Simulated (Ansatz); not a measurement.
A nudged elastic band was laid between two geometries of CH₇BS (10 atoms, charge 0, multiplicity 1).

Level of theory: Ansatz 0.2.0, RKS r2SCANh-D4/cc-pVDZ.

```json
{
 "movable images": "9",
 "climbing image": "yes",
 "spring": "5.0 eV/Å²",
 "optimiser": "quadratic models (default)",
 "start path": "through a guess of the saddle point",
 "force threshold": "0.05 eV/Å",
 "iteration limit": "60",
 "end points": "relaxed"
}
```

Initial state:

```xyz
10
Properties=species:S:1:pos:R:3
B 0.141 0.007 0.158
H 0.211 -0.650 1.181
C 1.422 0.015 -0.800
H 1.494 -0.984 -1.264
H 1.364 0.735 -1.632
H 2.380 0.176 -0.277
H -0.949 -0.018 -0.390
S 0.017 1.964 0.894
H 1.064 2.017 1.754
H -0.878 1.803 1.898
```

Final state:

```xyz
10
Properties=species:S:1:pos:R:3
B 0.139 1.018 -0.424
H -0.498 -1.218 2.309
C 1.417 0.183 -0.745
H 1.251 -0.868 -0.455
H 1.572 0.156 -1.837
H 2.343 0.534 -0.270
H -0.939 0.724 -0.878
S 0.088 2.474 0.623
H 1.401 2.526 0.962
H -0.508 -0.463 2.237
```

(1) Which bonds break or form, and what moves?

(2) Give the energies along the band, and the barrier.

(3) What is the geometry of the highest image?

(4) What are the harmonic wavenumbers there?

Results:

(1) Bonds broken: B1–H2, S8–H10. Bonds formed: H2–H10. CH7BS becomes CH5BS + H2.

(2) The forces met the threshold. The highest image is number 4 of 0 to 10, 48.6 kJ/mol above the first end and 93.7 kJ/mol above the last; the last end lies 45.1 kJ/mol below the first. A vibrational analysis at the climbing image gives one clearly imaginary mode, 642i cm⁻¹: a first-order saddle point. The orbitals stay closed-shell, which can raise the energy where a bond breaks towards radicals; this wasn't checked here.

| image | path coordinate (Å) | energy (kJ/mol) | B1–H2 (Å) | S8–H10 (Å) | H2–H10 (Å) |
| --- | --- | --- | --- | --- | --- |
| 0 | 0.00 | 0.0 | 1.22 | 1.35 | 2.78 |
| 1 | 0.55 | 2.0 | 1.22 | 1.35 | 2.64 |
| 2 | 1.10 | 11.8 | 1.22 | 1.35 | 2.23 |
| 3 | 1.64 | 31.6 | 1.23 | 1.37 | 1.70 |
| 4 | 2.19 | 48.6 | 1.29 | 1.59 | 1.15 |
| 5 | 2.69 | 18.8 | 1.54 | 2.09 | 0.83 |
| 6 | 3.19 | -10.2 | 2.01 | 2.45 | 0.77 |
| 7 | 3.69 | -33.0 | 2.44 | 2.76 | 0.76 |
| 8 | 4.19 | -42.0 | 2.87 | 3.08 | 0.76 |
| 9 | 4.69 | -44.5 | 3.27 | 3.30 | 0.76 |
| 10 | 5.19 | -45.1 | 3.59 | 3.40 | 0.76 |

(3) 
```xyz
10
Properties=species:S:1:pos:R:3
B 0.005 0.247 0.121
H -0.035 -0.472 1.194
C 1.373 0.071 -0.650
H 1.459 -0.952 -1.049
H 1.427 0.761 -1.507
H 2.259 0.249 -0.022
H -1.082 0.120 -0.385
S -0.167 2.138 1.000
H 1.141 2.274 1.328
H -0.115 0.630 1.494
```

(4) 642i, 222, 240, 316, 530, 631, 691, 838, 965, 985, 1025, 1108, 1148, 1292, 1330, 1454, 1455, 1696, 2184, 2622, 2699, 3048, 3133, 3140 cm⁻¹.

Time of the run: 4.2 min on 2 threads of Arm Neoverse V1 (shared host), peak memory 0.19 GiB.
